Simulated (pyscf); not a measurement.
Routes from `[SiH3][SH]` + `[H][H]`

Candidate steps break at most two bonds and form at most two. Each was searched with GFN2-xTB (tblite) first. PySCF, gas phase, ωB97X-D3(BJ)/def2-SVP geometries. Energies: ωB97M-D3(BJ)/def2-TZVP, eV, from the separated reactants, singlet surface; ΔG‡ with ideal gas, 1 atm, RRHO with modes under 100 cm⁻¹ raised to 100, one conformer, R ln 2 for chiral ones without a mode under 150 cm⁻¹.

```
products                                                           type   ΔE‡     ΔE  ΔG‡ 298 K  ΔG‡ 900 K  ν‡ (cm⁻¹)
------------  ---------------------------------------------------------  ----  -----  ---------  ---------  ---------
H₂S + SiH₄                                         four-centre exchange  2.48  +0.32       2.84       3.58      1481i
H₃Si–SH + H₂  four-centre exchange (H–Si, H–H broken, H–Si, H–H formed)  2.71   0.00       3.10       3.90      1703i
H₃Si–SH + H₂    four-centre exchange (H–S, H–H broken, H–S, H–H formed)  3.01   0.00       3.36       4.14      2712i
```

Plain bond fissions and candidates not yet searched are not listed, and one of them may be faster. Each barrier is that of the saddle found; lower ones may exist.
